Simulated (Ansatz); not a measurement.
# Energy profile

The step: SiH₄S ([SiH3][SH]) + H₂O → SiH₄O ([OH][SiH3]) + H₂S; bonds formed: Si1–O7, S2–H6; bonds broken: Si1–S2, H6–O7 (atoms numbered as in the saddle structure below).

```tsv
atom	x (Å)	y (Å)	z (Å)
Si1	0.1511	0.8499	-0.1190
S2	1.2388	-1.1720	0.9027
H3	-0.7824	1.6979	-0.9529
H4	0.0071	1.4567	1.2221
H5	1.4279	1.0138	-0.8530
H6	-0.2635	-1.3372	-0.2148
O7	-0.9270	-0.5902	-0.5473
H8	0.4613	-1.2712	1.9940
H9	-1.3132	-0.6477	-1.4318
```

Electronic energies by CCSD(T) at an estimated basis limit (MP2 extrapolated from triple and quadruple zeta, plus CCSD(T) − MP2 in triple zeta), on PBE0-D4/def2-TZVP structures; SiH6SO, closed shell; no counterpoise correction. Ansatz 0.2.0; basis: def2-TZVPP and def2-QZVPP; cores frozen in the correlated methods. Extrapolation: Hartree–Fock as exp(−7.88 √X), correlation as X^−2.97.

Q: Give the profile in kcal/mol, counted from the separated reactants. (To be estimated.)

A: Computed:
```
                                                                                                point  kcal/mol
separated: SiH4S (linked as [SiH3][SH]; Si1, S2, H3, H4, H5, H8; singlet) + H2O (H6, O7, H9; singlet)      0.00
                                                                                      start structure     -3.42
                                                                                               saddle     24.55
                                                                                        end structure     -8.99
separated: SiH4O (linked as [OH][SiH3]; Si1, H3, H4, H5, O7, H9; singlet) + H2S (S2, H6, H8; singlet)     -6.55
```

T1 diagnostic: at most 0.012.

For scale, one of the runs: CCSD(T)/def2-TZVPP, 199 basis functions, launched by `ansatz run in.yaml --threads 2 --pin off --events-out ev --progress --plain --max-ram 4352MiB`. The run took 51 s on 2 CPU threads of an Arm Neoverse V2 (shared host), with 2.3 GiB of host memory at its peak.
